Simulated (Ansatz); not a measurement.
in.yaml

```yaml
crystal:
  periodic: [false, false, false]
  atoms:
    - {symbol: Sn, position_ang: [0.000000, 0.000000, 0.000000]}
    - {symbol: H, position_ang: [0.000000, 0.000000, -2.163608]}
    - {symbol: H, position_ang: [0.000000, 0.000000, 2.163608]}
basis:
  gaussian: {orbitals: def2-mTZVP}
total_charge: 1
magnetization: {spin_polarized: false, initial_magnetization: 1}
correlation: {method: mp2, electrons: all}
scf: {lower_state_search: off}
```

```sh
$ ansatz run in.yaml --threads 1 --pin off --events-out ev --progress --plain --max-ram 2393MiB
```

The program prints:

```
these checks for a lower state are left out or cut short: stability, starts, cluster_reference, orbital_swaps, neighbouring_geometries, increment
504 factors; integrals over basis functions are off by at most 1.5e-4 eV
mean field evaluation 1: about -5825.5565 eV, gradient 6.2e0 eV
mean field evaluation 2: about -5825.5791 eV, gradient 6.2e0 eV
mean field evaluation 4: about -5825.8879 eV, gradient 6.6e-1 eV
mean field evaluation 8: about -5825.8889 eV, gradient 9.1e-5 eV
mean field -5825.88886268 eV, -214.0974667741 hartree, gradient 9.7e-6 eV, S^2 0.750000; 0 other end points of the search recorded, 0 dependent functions left out
reference -5825.88886268 eV, -214.0974667741 hartree; 12, 11 occupied and 30, 31 virtual orbitals, 504 factors
second order -4.19814640 eV of doubles, -0.27915763 eV of singles
Total energy: -5830.36616671 eV, -214.2620046624 hartree
Checks for a lower state left out: stability, starts, cluster_reference, orbital_swaps, neighbouring_geometries, increment
```

Ran on 1 thread of Arm Neoverse V1, shared host: 0.42 s wall, 0.16 GiB peak host memory.
